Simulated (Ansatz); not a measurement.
# C₄H₆O₂: a ladder of functionals and wavefunction methods

How much do the methods differ for C₄H₆O₂? The plan is to run it at one geometry with functionals of several rungs and with coupled cluster, and see how far each lands from CCSD(T) at the basis-set limit for the atomisation energy.

Method: functionals in def2-TZVPP, the program's frozen cores in correlated methods; program: Ansatz 0.2.0, Gaussian basis.

The runs, in order: LDA (SPW92), PBE-D4, revPBE-D4, BLYP-D4, r2SCAN-D4, B97M-V, PBE0-D4, B3LYP-D4, r2SCANh-D4, r2SCAN0-D4, HSE06-D4, BHLYP-D4, CAM-B3LYP-D4, LC-ωPBE, ωB97X-V, ωB97M-V, B2PLYP, PBE-QIDH; CCSD(T)/def2-SVP; CCSD(T)/def2-TZVPP; MP2/def2-QZVPP; extrapolation to the limit; RPA on PBE.

**1. The geometry**

The geometry comes from an earlier relaxation with PBE0-D4 in a triple-zeta def2 set; it is a stationary point, not always the lowest conformer.

SMILES `O=CCC1CO1`, 12 atoms, charge 0, spin multiplicity 1.

Atoms are counted from 1 here; the program's logs count them from 0.

Bond lengths: O1–C2 1.200 Å, C2–C3 1.499 Å, C2–H7 1.112 Å, C3–C4 1.497 Å, C3–H8 1.097 Å, C3–H9 1.099 Å, C4–C5 1.456 Å, C4–O6 1.418 Å, C4–H10 1.088 Å, C5–O6 1.420 Å, C5–H11 1.088 Å, C5–H12 1.086 Å. Angles: O1–C2–C3 124.7°, O1–C2–H7 120.6°, C3–C2–H7 114.7°, C2–C3–C4 113.9°, C2–C3–H8 108.3°, C2–C3–H9 107.5°, C4–C3–H8 110.7°, C4–C3–H9 110.9°, H8–C3–H9 105.2°, C3–C4–C5 121.6°, C3–C4–O6 115.8°, C3–C4–H10 115.5°, C5–C4–O6 59.2°, C5–C4–H10 117.6°, O6–C4–H10 114.5°, C4–C5–O6 59.1°, C4–C5–H11 119.3°, C4–C5–H12 119.6° and more.

**2. LDA**

This LDA is Slater exchange with PW92 correlation.

File in.yaml:

```yaml
crystal:
  periodic: [false, false, false]
  atoms:
    - {symbol: O, position_ang: [-0.638464, -1.729524, -1.358228]}
    - {symbol: C, position_ang: [-1.328635, -1.094971, -0.608930]}
    - {symbol: C, position_ang: [-0.907530, 0.173580, 0.070052]}
    - {symbol: C, position_ang: [0.488107, 0.603745, -0.258145]}
    - {symbol: C, position_ang: [1.613097, 0.268675, 0.603589]}
    - {symbol: O, position_ang: [1.055264, 1.574226, 0.606737]}
    - {symbol: H, position_ang: [-2.362182, -1.428905, -0.371483]}
    - {symbol: H, position_ang: [-1.027292, 0.041197, 1.152322]}
    - {symbol: H, position_ang: [-1.632002, 0.951968, -0.205985]}
    - {symbol: H, position_ang: [0.692450, 0.766224, -1.313970]}
    - {symbol: H, position_ang: [1.437675, -0.313372, 1.505610]}
    - {symbol: H, position_ang: [2.609511, 0.187149, 0.178421]}
basis:
  gaussian: {orbitals: def2-TZVPP}
hamiltonian: {xc: lda}
output: {orbitals: {seedname: orbitals}}
```

The run is started by

```
ansatz run in.yaml --threads 4 --pin off --events-out ev --progress --plain --max-ram 10444MiB
```

The runs that follow: PBE-D4 (GGA); revPBE-D4 (GGA); BLYP-D4 (GGA); r2SCAN-D4 (meta-GGA); B97M-V (meta-GGA); B3LYP-D4 (hybrid); r2SCANh-D4 (hybrid); r2SCAN0-D4 (hybrid); HSE06-D4 (hybrid); BHLYP-D4 (hybrid); CAM-B3LYP-D4 (range-separated); LC-ωPBE (range-separated); ωB97X-V (range-separated); ωB97M-V (range-separated); B2PLYP (double hybrid); PBE-QIDH (double hybrid); CCSD(T) in def2-SVP; CCSD(T) in def2-TZVPP; MP2 in def2-QZVPP; RPA on PBE orbitals.

Q: Predict the results of all the runs planned. Wanted: atomisation energy, CCSD(T)/CBS; farthest beyond LDA; mean size of error, GGA; mean size of error, meta-GGA; mean size of error, hybrid; mean size of error, range-separated; mean size of error, double hybrid; gap, smallest and largest; T1 diagnostic.

The runs gave:

```
                               quantity                                                     value
        atomisation energy, CCSD(T)/CBS                                             5045.4 kJ/mol
 functionals within 25.2 kJ/mol (0.5 %)  BLYP-D4, B97M-V, B3LYP-D4, r2SCANh-D4, ωB97X-V, PBE-QIDH
                    farthest beyond LDA                                  BHLYP-D4 (-202.1 kJ/mol)
                mean size of error, GGA                                               88.2 kJ/mol
           mean size of error, meta-GGA                                               26.0 kJ/mol
             mean size of error, hybrid                                               67.2 kJ/mol
    mean size of error, range-separated                                               27.7 kJ/mol
      mean size of error, double hybrid                                               23.0 kJ/mol
              gap, smallest and largest                 3.76 eV (LDA (SPW92)), 12.01 eV (LC-ωPBE)
                          T1 diagnostic                                                    0.0132
triples share of the correlation energy                                                     4.1 %
```

LDA overbinds by 867.1 kJ/mol (17 %). PBE-D4 misses by +194.3 kJ/mol. Double hybrids carry the basis error of their MP2 part in triple zeta, and no dispersion term here, so their miss is partly the set-up's. By mean error the best rung here is double hybrid (23.0 kJ/mol) and the worst beyond LDA is GGA (88.2 kJ/mol). The gap between the best rungs is small, so their order is not settled. Misses under about 25.2 kJ/mol are within the doubt on the reference itself, which lacks core-valence correlation, relativity and higher excitations. Hartree-Fock recovers 71 % of the binding; the rest is correlation. CCSD(T) in def2-SVP is off by -215.9 kJ/mol, so the small basis spoils what the method gains. The gap grows from 3.8 to 12.0 eV across the functionals, mostly with the share of exact exchange.
